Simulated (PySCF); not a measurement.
carbon tetrachloride (CCl4), SMILES ClC(Cl)(Cl)Cl. Heavy atoms are numbered as in [Cl:1][C:2]([Cl:3])([Cl:4])[Cl:5].

Coordinates come from a B3LYP-D3(BJ)/def2-SVP optimisation.

Computed with HF/pcSseg-1 (PySCF).

GIAO shieldings, no solvent; atoms alike by connectivity are averaged. δ = σ(ref) − σ: ³⁵Cl against HCl (σ = 958.2 ppm); ¹³C against TMS (σ = 192.6 ppm), references at their B3LYP-D3(BJ)/def2-TZVP geometries, non-relativistic (without spin–orbit terms, shifts of atoms bonded to Cl or Br come out too high).

Computed chemical shifts:
```tsv
nucleus	atoms	count	δ (ppm)
³⁵Cl	Cl1	4	529.4
¹³C	C2	1	117.9
```
